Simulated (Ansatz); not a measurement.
**C2H2OS: functionals against CCSD(T) at one geometry**

One table from this session's results is given with a row withheld; the runs are named, their logs left out.

Computed with Ansatz 0.2.0, Gaussian basis. Level: single points in def2-TZVPP.

Correlated methods freeze the cores.

## Where the work starts

6 atoms, charge 0, spin multiplicity 1.

Atoms are counted from 1 here; the program's logs count them from 0.

Bond lengths: S1–C2 1.544 Å, C2–C3 1.603 Å, C2–O4 1.237 Å, C3–O4 1.430 Å, C3–H5 1.052 Å, C3–H6 1.261 Å. Angles: S1–C2–C3 145.3°, S1–C2–O4 155.1°, C3–C2–O4 58.8°, C2–C3–O4 47.7°, C2–C3–H5 119.3°, C2–C3–H6 112.4°, O4–C3–H5 125.3°, O4–C3–H6 115.4°, H5–C3–H6 117.1°, C2–O4–C3 73.5°.

Geometry (Å):

```tsv
atom	x (Å)	y (Å)	z (Å)
S1	-2.0771	-0.8190	-0.5209
C2	-0.6118	-0.5869	-0.0914
C3	0.5832	0.4777	-0.0019
O4	0.5337	-0.9334	0.2235
H5	0.9262	0.9415	-0.8811
H6	0.5115	1.1935	1.0341
```

Set-up of the first run:

Input file run/in.yaml:

```yaml
crystal:
  periodic: [false, false, false]
  atoms:
    - {symbol: S, position_ang: [-2.077100, -0.819000, -0.520900]}
    - {symbol: C, position_ang: [-0.611800, -0.586900, -0.091400]}
    - {symbol: C, position_ang: [0.583200, 0.477700, -0.001900]}
    - {symbol: O, position_ang: [0.533700, -0.933400, 0.223500]}
    - {symbol: H, position_ang: [0.926200, 0.941500, -0.881100]}
    - {symbol: H, position_ang: [0.511500, 1.193500, 1.034100]}
basis:
  gaussian: {orbitals: def2-TZVPP}
correlation: {method: ccsd_t}
output: {forces: true}
```

The command line of these runs was not kept.

Among the steps run: CCSD(T)/def2-TZVPP; PBE0-D4/def2-TZVPP; wB97M-V/def2-TZVPP; r2SCAN-D4/def2-TZVPP; PBE-D4/def2-TZVPP; r2SCANh-D4/def2-TZVPP; LC-wPBE/def2-TZVPP.

One of the session's tables, all rows but one given; the rest of the session is left out.

| method | RMS force component (eV/Å) | angle to CCSD(T) forces (°) | dipole (D) |
| --- | --- | --- | --- |
| CCSD(T) | 2.642 | reference | 2.01 |
| PBE0-D4 | ? | ? | ? |
| wB97M-V | 2.527 | 5.0 | 2.04 |
| r2SCAN-D4 | 2.526 | 2.6 | 2.00 |
| PBE-D4 | 2.561 | 3.3 | 1.91 |
| r2SCANh-D4 | 2.502 | 4.8 | 2.04 |
| LC-wPBE | 2.575 | 9.4 | 2.21 |

**Question.** Estimate the row for PBE0-D4.

The run gave: RMS force component (eV/Å): 2.490; angle to CCSD(T) forces (°): 6.4; dipole (D): 2.05. In the column «RMS force component (eV/Å)» it is the lowest.
